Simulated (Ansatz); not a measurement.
# How far each method lies from RCCSDT(Q) for HOB, singlet

Geometry: displaced at random from a stationary point.

```xyz
3

B    -0.0154   -0.0090    1.1871
O    -0.0163   -0.0252   -0.0961
H     0.0317    0.0342   -1.0910
```

Basis cc-pVDZ; Ansatz 0.2.0. Correlated methods freeze the noble-gas cores, which leaves 10 electrons in 31 orbitals. Prefix R: restricted or restricted open-shell reference. Active spaces: valence = (10e, 9o) chosen from the atoms' valence shells.

Full CI isn't at hand for all of this; RCCSDT(Q) serves as the reference, and is uncertain by the last step of the cluster series or more.

```
UHF ⟨S²⟩                          : 0.000
T1 diagnostic (RCCSD)             : 0.0182
largest doubles amplitude (RCCSD) : 0.100
```

From what is known of these methods and the diagnostics, rank them by the size of their error in total energy against RCCSDT(Q) in cc-pVDZ, smallest first (an estimate: the text doesn't fix the numbers).
A. RCCSD
B. CISD
C. RCCSD(T)
D. NEVPT2 (valence space)
E. CASSCF (valence space)

C (1.32 mEh), A (8.85 mEh), B (27.55 mEh), D (44.46 mEh), E (148.31 mEh).

All errors are against RCCSDT(Q) in cc-pVDZ. Within each family the higher level lies nearer, as is usual though not guaranteed.

Natural occupations of CASSCF (valence space) about the gap: 1.999 1.987 1.978 1.974 1.974 0.026 0.026 0.022 0.015; effectively unpaired electrons, Σ n²(2−n)², 0.02.
